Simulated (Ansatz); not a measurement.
## Bulk modulus B0 of some III–V compounds

Method: PBE0 (PAW; Ansatz, an electronic-structure program). References are measured values corrected to a static lattice or taken at low temperature (these still hold zero-point motion).

Values in GPa.

| solid | reference | PBE0 | error (%) |
|---|---|---|---|
| zinc-blende InAs | 58.6 | 59.3 | +1.2 |
| zinc-blende InSb | 46.1 | 45.4 | -1.5 |
| zinc-blende BP | 176 (168–176) | 175 | -0.6 |
| zinc-blende InP | 72 | 70.7 | -1.8 |
| zinc-blende GaP | 89.6 | 89.2 | -0.4 |
| zinc-blende AlAs | 75 | 76.5 | +2.0 |
| zinc-blende GaAs | 76.7 | 73.5 | -4.2 |
| cubic BN | 410 (388–410) | 404 | -1.5 |

Over these 8 solids the mean error is -0.8 %, the mean absolute error 1.6 % (median 1.5 %), and the worst case zinc-blende GaAs at -4.2 %; the value is below the reference in 6 of 8 cases.

All these references are brought to a static lattice.

Spin–orbit coupling is left out, also for the solids with elements from indium on (zinc-blende InAs, zinc-blende InSb, zinc-blende InP); its size isn't shown.

Brackets give the range of our sources, which can hold other temperatures.

Differences are worked out from the printed values.

Each level is taken at its own relaxed cell. Ansatz's density-functional and Hartree–Fock values are scalar-relativistic unless marked +SOC, with PAW data made under PBE.

Not in this set, of the III–V compounds with a reference value in our tables and a result at some level: 3 for a reference at room or unstated temperature (wurtzite AlN, zinc-blende BAs, zinc-blende GaSb); 1 for a high-temperature or high-pressure phase (wurtzite BN); 1 for sources at odds (wurtzite GaN). These can be a level's worst cases. At least 2 more with a reference value are held back for tests. Layered and molecular crystals are counted apart.

References as tabulated in Mejia-Rodriguez and Trickey (2018), arXiv:1807.09216; Goldzak et al. (2022), arXiv:2208.04865.
